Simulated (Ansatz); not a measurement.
**One shape, several levels: BH5S (SMILES [H]B([H])([H])<-S)**

Aim: a comparison of 6 runs (PBE/STO-3G, PBE0/STO-3G, revPBE/STO-3G, wB97M-V/STO-3G, wB97X/STO-3G, CCSDT/STO-3G) of BH5S. 

Program for the calculation: Ansatz 0.2.0.

43 further runs of the same task are left out: 43 set aside as unsound or not needed.

### Step 1. The structure to begin with

BH5S has 7 atoms, charge 0, and is taken as a singlet. SMILES: `[H]B([H])([H])<-S`. The S2–B1 distance was set to 5.099 Å, away from the relaxed value. At this shape a bond of the SMILES string is far longer than usual.

Bond lengths: S2–H3 1.336 Å, S2–H4 1.337 Å, B1–H5 1.181 Å, B1–H6 1.184 Å, B1–H7 1.181 Å. Angles: H3–S2–H4 92.0°, H5–B1–H6 115.4°, H5–B1–H7 114.9°, H6–B1–H7 115.4°.

### Step 2. A single-point energy at PBE/STO-3G (run 1)

Input file in.yaml:

```yaml
crystal:
  periodic: [false, false, false]
  atoms:
    - symbol: B
      position_ang: [0.118000, -0.196135, -3.876323]
    - symbol: S
      position_ang: [0.134050, -0.231310, 1.222430]
    - symbol: H
      position_ang: [0.506250, 1.037510, 1.415020]
    - symbol: H
      position_ang: [-1.154430, 0.067690, 1.414850]
    - symbol: H
      position_ang: [1.270560, -0.195875, -4.134853]
    - symbol: H
      position_ang: [-0.462630, 0.800675, -4.140993]
    - symbol: H
      position_ang: [-0.450330, -1.198145, -4.137063]
basis:
  gaussian:
    orbitals: STO-3G
hamiltonian:
  xc: {name: PBE}
accuracy: high
magnetization:
  spin_polarized: false
  initial_magnetization: 0
```

Command:

```sh
$ ansatz run in.yaml --threads 1 --pin off --max-ram 2610MiB --events-out events.jsonl --progress --plain --runs-dir runs
```

The program printed:

```text
Warning: RAYON_NUM_THREADS=1 ignored (pool sized by the plan → 1); use --threads N
Functional definition: PBE
  name "PBE"
  parameter kappa = 0.804
  parameter beta = 0.06672455060314922
  exchange = pbe_x(kappa = kappa, mu = beta*pi^2/3)
  correlation = pbe_c(beta = beta)
276 factors; integrals over basis functions are off by at most 2.1e-8 eV
mean field evaluation 1: about -11454.7828 eV, gradient 8.5e0 eV
mean field evaluation 2: about -11454.8891 eV, gradient 6.6e0 eV
mean field evaluation 4: about -11455.0492 eV, gradient 2.8e-1 eV
mean field evaluation 8: about -11454.9874 eV, gradient 5.7e-4 eV
mean field evaluation 16: about -11408.4890 eV, gradient 4.1e1 eV
mean field -11454.98742030 eV, -420.9630232266 hartree, gradient 7.8e-8 eV, S^2 0.000000; 0 other end points of the search recorded, 0 dependent functions left out
reference -11454.98742279 eV, -420.9630233181 hartree; 13, 13 occupied and 6, 6 virtual orbitals, 276 factors
Total energy: -11454.98742279 eV, -420.9630233181 hartree
```

It took 0.89 s on 1 thread of Arm Neoverse V2, shared host; peak memory 0.097 GiB.

### Step 3. The energy at PBE0/STO-3G (run 2)

Input file job.yaml:

```yaml
crystal:
  periodic: [false, false, false]
  atoms:
    - {symbol: B, position_ang: [0.118000, -0.196135, -3.876323]}
    - {symbol: S, position_ang: [0.134050, -0.231310, 1.222430]}
    - {symbol: H, position_ang: [0.506250, 1.037510, 1.415020]}
    - {symbol: H, position_ang: [-1.154430, 0.067690, 1.414850]}
    - {symbol: H, position_ang: [1.270560, -0.195875, -4.134853]}
    - {symbol: H, position_ang: [-0.462630, 0.800675, -4.140993]}
    - {symbol: H, position_ang: [-0.450330, -1.198145, -4.137063]}
basis:
  gaussian: {orbitals: STO-3G}
hamiltonian: {xc: {name: PBE0}}
accuracy: high
```

Command:

```sh
$ ansatz run job.yaml --threads 1 --pin off --max-ram 2610MiB --events-out events.jsonl --progress --plain --runs-dir runs
```

The program printed:

```text
Warning: RAYON_NUM_THREADS=1 ignored (pool sized by the plan → 1); use --threads N
Functional definition: PBE0
  name "PBE0"
  parameter a = 0.25
[... 2 set-up lines as earlier in the session ...]
  exchange = (1 - a)*pbe_x(kappa = kappa, mu = beta*pi^2/3) + a*exact_x
[... 1 set-up line as earlier in the session ...]
276 factors; integrals over basis functions are off by at most 2.1e-8 eV
mean field evaluation 1: about -11456.7727 eV, gradient 9.1e0 eV
mean field evaluation 2: about -11457.0341 eV, gradient 4.7e0 eV
mean field evaluation 4: about -11457.1185 eV, gradient 2.1e-1 eV
mean field evaluation 8: about -11457.0739 eV, gradient 8.5e-5 eV
mean field -11457.07394461 eV, -421.0397015808 hartree, gradient 3.4e-8 eV, S^2 0.000000; 0 other end points of the search recorded, 0 dependent functions left out
reference -11457.07394648 eV, -421.0397016494 hartree; 13, 13 occupied and 6, 6 virtual orbitals, 276 factors
Total energy: -11457.07394648 eV, -421.0397016494 hartree
```

It took 0.88 s on 1 thread of Arm Neoverse V2, shared host; peak memory 0.098 GiB.

Runs 3 to 4 aren't shown in full; the table further down has their settings and results.

### Step 4. A single-point energy at wB97X/STO-3G (run 5)

Input file job.yaml:

```yaml
basis:
  gaussian:
    orbitals: STO-3G
crystal:
  periodic: [false, false, false]
  atoms:
    - symbol: B
      position_ang: [0.118000, -0.196135, -3.876323]
    - symbol: S
      position_ang: [0.134050, -0.231310, 1.222430]
    - symbol: H
      position_ang: [0.506250, 1.037510, 1.415020]
    - symbol: H
      position_ang: [-1.154430, 0.067690, 1.414850]
    - symbol: H
      position_ang: [1.270560, -0.195875, -4.134853]
    - symbol: H
      position_ang: [-0.462630, 0.800675, -4.140993]
    - symbol: H
      position_ang: [-0.450330, -1.198145, -4.137063]
hamiltonian:
  xc: {name: wB97X}
accuracy: high
```

Command:

```sh
$ ansatz run job.yaml --threads 1 --pin off --max-ram 2610MiB --events-out events.jsonl --progress --plain --runs-dir runs
```

The program printed (excerpt; [...] marks lines left out):

```text
Warning: RAYON_NUM_THREADS=1 ignored (pool sized by the plan → 1); use --threads N
Functional definition: wB97X
  name "wB97X"
[...]
      + exact_x_lr(omega)
[...]
      + integral(e_c_pw_opposite_spin*poly(b97_u_opposite, 1, cos1, cos2, cos3, cos4))
276 factors; integrals over basis functions are off by at most 2.1e-8 eV
161 factors; integrals over basis functions are off by at most 1.2e-9 eV
[...]
mean field -11461.81882367 eV, -421.2140726699 hartree, gradient 5.4e-8 eV, S^2 0.000000; 0 other end points of the search recorded, 0 dependent functions left out
reference -11461.81882138 eV, -421.2140725858 hartree; 13, 13 occupied and 6, 6 virtual orbitals, 276 factors
Total energy: -11461.81882138 eV, -421.2140725858 hartree
```

It took 3.9 s on 1 thread of Arm Neoverse V2, shared host; peak memory 0.26 GiB.

### Step 5. The energy at CCSDT/STO-3G (run 6)

Input file input.yaml:

```yaml
crystal:
  periodic: [false, false, false]
  atoms:
    - {symbol: B, position_ang: [0.118000, -0.196135, -3.876323]}
    - {symbol: S, position_ang: [0.134050, -0.231310, 1.222430]}
    - {symbol: H, position_ang: [0.506250, 1.037510, 1.415020]}
    - {symbol: H, position_ang: [-1.154430, 0.067690, 1.414850]}
    - {symbol: H, position_ang: [1.270560, -0.195875, -4.134853]}
    - {symbol: H, position_ang: [-0.462630, 0.800675, -4.140993]}
    - {symbol: H, position_ang: [-0.450330, -1.198145, -4.137063]}
basis:
  gaussian:
    orbitals: STO-3G
correlation:
  method: ccsdt
  frozen_orbitals: {B: 1, H: 0, S: 5}
accuracy: high
scf:
  omitted_lower_state_checks: [cluster_reference, increment]
```

Command:

```sh
$ ansatz run input.yaml --threads 1 --pin off --max-ram 2610MiB --events-out events.jsonl --progress --plain --runs-dir runs
```

The program printed (excerpt; [...] marks lines left out):

```text
Warning: RAYON_NUM_THREADS=1 ignored (pool sized by the plan → 1); use --threads N
Functional definition: HF
  name "HF"
[...]
276 factors; integrals over basis functions are off by at most 2.1e-8 eV
[...]
mean field -11438.65197366 eV, -420.3627066353 hartree, gradient 4.5e-8 eV, S^2 0.000000; 0 other end points of the search recorded, 0 dependent functions left out
6 core orbitals not correlated: weight in the atoms' cores, before any rotation towards them, 1.000 or more for the frozen orbitals, at most 0.000 for the correlated occupied ones
reference -11438.65197366 eV, -420.3627066353 hartree; 7, 7 occupied and 6, 6 virtual orbitals, 276 factors
second order -1.77397224 eV of doubles, -0.00000000 eV of singles
cycle   1  -2.31980438 eV  change   -5.5e-1 eV  update   5.7e-2
[...]
cycle  20  -2.61939448 eV  change  -7.5e-10 eV  update  3.9e-10
Total energy: -11441.27136814 eV, -420.4589676070 hartree
Checks for a lower state left out: cluster_reference, increment
```

Wall time 0.22 s (1 thread of Arm Neoverse V2, shared host).

### Step 6. All runs side by side

| run | level | frozen core orbitals | energy (Eh) | wall time |
| --- | --- | --- | --- | --- |
| 1 | PBE/STO-3G | – | -420.963023 | 0.89 s |
| 2 | PBE0/STO-3G | – | -421.039702 | 0.88 s |
| 3 | revPBE/STO-3G | – | -421.133319 | 0.91 s |
| 4 | wB97M-V/STO-3G | – | -421.225328 | 15 s |
| 5 | wB97X/STO-3G | – | -421.214073 | 3.9 s |
| 6 | CCSDT/STO-3G | 6 | -420.458968 | 0.22 s |

### Step 7. Results

```
                                          quantity          value
                               run 6: total energy  -420.45897 Eh
run 6: correlation energy (6 core orbitals frozen)      -96.3 mEh
                              run 6: T1 diagnostic          0.004
```

In words: Totals of different functionals can't be ranked against each other. In runs 1, 2, 3, 4, 5, 6 the basis is minimal, so the values are rough. All runs together took 22 s, the longest 15 s.
